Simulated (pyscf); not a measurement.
7 gas-phase steps of one pattern: hydrogen abstraction on the doublet surface, H–H broken and H–N formed. Structures and frequencies: ωB97X-D3(BJ)/def2-SVP in PySCF. Electronic energies in kJ/mol, from the separated reactants; ΔE‡ at ωB97M-D3(BJ)/def2-TZVP, beside the barrier at PBE/def2-TZVP on the same structures. Rows were drawn at random from the steps of this pattern with a verified saddle, stable references and no exit in the data more than 5 kcal/mol lower.

```json
[
 {"row": "1", "step": "•HN–Al(NH₂)–NH₂ + H₂ -> H₂N–Al(NH₂)–NH₂ + H•", "ΔE‡(PBE)": "-0.3", "ΔE‡": "24.3"},
 {"row": "2", "step": "[HN–Zr(Cl)(Cl)–Cl]• + H₂ → H₂N–Zr(Cl)(Cl)–Cl + H•", "ΔE‡(PBE)": "5.1", "ΔE‡": "29.7"},
 {"row": "3", "step": "[HN–Ti(NH₂)(Cl)–Cl]• + H₂ -> H₂N–Ti(NH₂)(Cl)–Cl + H•", "ΔE‡(PBE)": "21.0", "ΔE‡": "34.9"},
 {"row": "4", "step": "[HN–Zr(NH₂)(Cl)–Cl]• + H₂ → H₂N–Zr(NH₂)(Cl)–Cl + H•", "ΔE‡(PBE)": "14.1", "ΔE‡": "?"},
 {"row": "5", "step": "[HN=Si–F]• + H₂ → H₂N–Si:–F [singlet] + H•", "ΔE‡(PBE)": "29.4", "ΔE‡": "43.6"},
 {"row": "6", "step": "[HN=Si–NH₂]• + H₂ → H₂N–Si:–NH₂ [singlet] + H•", "ΔE‡(PBE)": "33.8", "ΔE‡": "51.4"},
 {"row": "7", "step": "[HN=SiH]• + H₂ → H₂N–SiH: [singlet] + H•", "ΔE‡(PBE)": "50.6", "ΔE‡": "73.3"}
]
```

Q: Fit ΔE‡ = a + b·ΔE‡(PBE) to the other rows and predict row 4.

A: Over the 6 complete rows the means are +23.3 (ΔE‡(PBE)) and 42.9 (ΔE‡); least squares gives b = 0.91 and a = 21.7 kJ/mol, with residuals of 4.3 kJ/mol (root mean square; largest 5.9, row 3). For row 4: 21.7 + 0.91 × (+14.1) = 34.5 kJ/mol. The computed barrier is 33.3 kJ/mol, 1.2 under the line. The line follows these rows closely. Each barrier is that of the saddle found. Open-shell species with a d-block atom are single-reference here; other states, and whether the spin sits on metal or ligand, were not checked. Elements past Kr carry the def2 core potentials, without spin-orbit coupling.
